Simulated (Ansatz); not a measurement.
Several solutions for doublet CO(+)

```xyz
2

C     0.0000    0.0000    0.0000
O     0.0000    0.0000    2.4530
```

Basis set: 6-31G (spherical functions). Charge 1, multiplicity 2.

PBE (unrestricted) was run from several starts with Ansatz (development build ahead of 0.2.0).

| run | program | start | converged | energy (hartree) | <S²> |
| --- | --- | --- | --- | --- | --- |
| A | Ansatz | search for the lowest state | yes | -112.40519 | 1.82 |
| B | Ansatz | atomic start, no search | yes | -112.37216 | 1.56 |
| C | Ansatz | stability test followed | yes | -112.37216 | 1.56 |

(1) Which runs reached the lowest solution of this kind, and what is wrong with the others?

Answers

(1) A reached the lowest solution found. Converged but too high: B by 0.90 eV, C by 0.90 eV. Convergence only shows a stationary point, and even a stable one can lie too high; stability tests and further starts are what find lower ones. Caution: the unrestricted determinant is a mixture of spin states.
